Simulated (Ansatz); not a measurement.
`F[SiH3]`, charge 0, multiplicity 1.

Task: Give a relaxed structure at PBE0-D4/def2-TZVP (Ansatz). (An estimate is asked.)

Result: The calculation gave: 
Z-matrix (Å, degrees):
```
Si
F 1 1.600
H 1 1.482 2 108.3
H 1 1.482 2 108.3 3 -120.0
H 1 1.482 2 108.3 3 120.0
```
Point group C3v.
